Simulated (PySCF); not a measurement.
**Broadened absorption spectrum of acetyl chloride**

Species: acetyl chloride, C₂H₃ClO.
Structure used (PBE0-D3(BJ)/def2-TZVP), in Å, numbered top down from 1:
```
atom  x, y, z in Å
C1    -0.5890   -0.0975   -0.0143
C2     0.8532    0.2291   -0.2032
O3     1.3358    1.2900   -0.3820
Cl4    1.8834   -1.2364   -0.1317
H5    -1.1769    0.8172   -0.0637
H6    -0.7258   -0.5905    0.9495
H7    -0.9058   -0.7998   -0.7870
```

Computed with PySCF, TDDFT CAM-B3LYP/aug-cc-pVTZ, vertical, gas phase, core orbitals frozen in the response. Isolated species at its PBE0-D3(BJ)/def2-TZVP geometry, gas phase.

Broadening: Gaussians 0.4 eV wide at half height, area fixed by f = 4.319×10⁻⁹ ∫ε dν̃. The width is an assumption, not a result. The curve ends short of the highest state used, and states not computed would add to its high-energy end.

```tsv
E (eV)	ε (L mol⁻¹ cm⁻¹)
4.62	0
4.74	0
4.86	0
4.98	1
5.10	2
5.22	3
5.34	2
5.47	1
5.59	0
5.71	0
5.83	0
5.95	0
6.07	0
6.19	0
6.31	0
6.43	1
6.55	4
6.67	24
6.79	93
6.91	240
7.03	392
7.15	453
7.27	659
7.39	1543
7.51	3013
7.63	3820
7.75	3190
7.87	2173
7.99	2537
8.11	5800
```

Problem. Where are the band maxima, and which computed states make them?

Solution. 162 nm (7.63 eV), ε about 3800, made up of S4 (94%) (ε in L mol⁻¹ cm⁻¹; maxima over ε = 5, shares over 10%). At its high-energy end, 8.11 eV, the curve is still rising (ε about 5800, from S7 and S9). The states used: S1 5.22 eV (f 0.0000); S2 6.78 eV (f 0.0001); S3 7.08 eV (f 0.0060); S4 7.62 eV (f 0.053); S5 7.86 eV (f 0.0073); S6 7.95 eV (f 0.0022); S7 8.29 eV (f 0.102); S8 8.47 eV (f 0.032); S9 8.47 eV (f 0.201); S10 8.71 eV (f 0.0008).

Problem. Does any computed singlet lie in the visible range?

Solution. No computed singlet lies in the visible range (380 to 750 nm); the lowest, at 237 nm, stands 1.96 eV above its violet end (3.26 eV).

Problem. Coming from long wavelengths, where does ε first pass 100 L mol⁻¹ cm⁻¹?

Solution. At about 182 nm (6.80 eV), 1.57 eV above S1.

Problem. On this curve, what absorbance would a 10⁻⁴ mol/L sample give at 248 nm over a 1 cm path?

Solution. 248 nm is 4.999 eV, where ε is about 1.1 L mol⁻¹ cm⁻¹, so A = ε c l ≈ 0.00011 (Beer–Lambert, with the gas-phase spectrum and the assumed width).

The run took 13 s wall on an AMD EPYC 9R45 with one thread, shared host with 96 logical CPUs at a one-minute load of 36, and the process peaked at 0.95 GiB of memory.
